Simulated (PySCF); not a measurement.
# Protonation sites of methylamine

System: methylamine, `CN` (CH5N). Optimised structure (Å), atoms numbered from 1:
```
C    -0.5513    0.0920   -0.0388
N     0.8651   -0.0688   -0.2862
H    -1.1239   -0.5898   -0.6879
H    -0.8639    1.1135   -0.3090
H    -0.8914   -0.0878    1.0034
H     1.1647   -1.0106   -0.0435
H     1.4040    0.5588    0.3066
```

Computed at ωB97X-D3(BJ)/def2-TZVP // PBE0-D3(BJ)/def2-SVP with PySCF (density fitting, grid level 2). Zero-point and thermal terms (298.15 K, 1 bar) come from unscaled PBE0-D3(BJ)/def2-SVP harmonic frequencies, with soft modes damped to free rotors in the entropy.

```jsonl
{"site": "N2 (amine nitrogen)", "product": "C[NH3+]", "PA / kJ/mol": "908", "GB / kJ/mol": "874"}
```

PA is −ΔH and GB is −ΔG of B + H⁺ → BH⁺ in the gas phase. Sites whose products fell apart, merged with another or lost in a GFN2-xTB screen aren't listed.

In cyclohexane the product from N2 is solvated 150 kJ/mol more strongly than the parent (electrostatics only).

In chloroform the product from N2 is solvated 233 kJ/mol more strongly than the parent (electrostatics only).

Against the Active Thermochemical Tables (version 1.112): N2 899 (computed 908, error 9) kJ/mol.

Measured values (NIST Chemistry WebBook, evaluated or the median of agreeing entries): proton affinity (−ΔH) 899 kJ/mol (computed 908, difference 9); gas-phase basicity (−ΔG) 864 kJ/mol (computed 874, difference 10).
